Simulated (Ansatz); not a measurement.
Compare A (`F/C=C(\F)CF`) with its isomer B (`C=C(F)C(F)F`).

Calculated with Ansatz (gas phase, PBE0-D4/def2-TZVP geometries, no zero-point term in ΔE). CCSD(T)/CBS adds triple-zeta CCSD(T) − MP2 to the extrapolated MP2 energy (def2 sets, frozen cores). DFT in def2-TZVPP. B3LYP here is the variant with VWN-RPA as its local correlation; programs differ in this. One conformer a species, not always the lowest.

A:

```xyz
9

F     1.8023   -1.1546   -1.4056
C     1.2081   -0.3783   -0.5023
C    -0.1060   -0.3409   -0.3717
F    -0.9107   -1.0811   -1.1392
C    -0.8633    0.4905    0.6037
F    -0.0038    1.2326    1.3737
H     1.8738    0.2134    0.1088
H    -1.5392    1.1703    0.0728
H    -1.4612   -0.1519    1.2598
```

B:

Z-matrix (Å, degrees):
```
C
F 1 1.349
C 1 1.498 2 110.4
F 1 1.356 2 108.0 3 -120.1
H 1 1.096 2 108.9 3 123.2
F 3 1.337 1 110.6 2 176.2
C 3 1.316 1 127.0 2 -2.9
H 7 1.082 3 120.8 1 179.6
H 7 1.080 3 119.5 1 -0.7
```

Task: Which isomer does CCSD(T)/CBS put lower? Give the gap. (Estimate.)

Result: Ansatz gave: B, by 11.8 kcal/mol.

Task: Give E(B) − E(A) in kcal/mol with LDA (SPW92), B3LYP, B3LYP-D4, CCSD/def2-TZVPP, HF/def2-TZVPP, MP2/def2-TZVPP, PBE0-D4. (Estimate.)

Result: Ansatz gave: LDA (SPW92) -11.3, B3LYP -10.6, B3LYP-D4 -10.8, CCSD/def2-TZVPP -12.0, HF/def2-TZVPP -11.9, MP2/def2-TZVPP -12.6, PBE0-D4 -10.9. None reverses the order clearly.

Task: Does the order hold for the free energy at 298.15 K (harmonic terms from PBE0-D4)? (Estimate.)

Result: The calculation gave: Yes: G(B) − G(A) = -11.8 kcal/mol, for one conformer each.

Largest T1 diagnostic: 0.012.

Leaving LDA and LC-ωPBE aside and taking each functional with its dispersion term where it has one, the values, not all of them listed here, spread over 1.5 kcal/mol, from r2SCAN0-D4 to BLYP-D4. LDA lies −0.8 kcal/mol from PBE without D4. At CCSD(T), def2-SVP lies −1.3 kcal/mol from the extrapolated value and def2-TZVPP −0.4 kcal/mol.
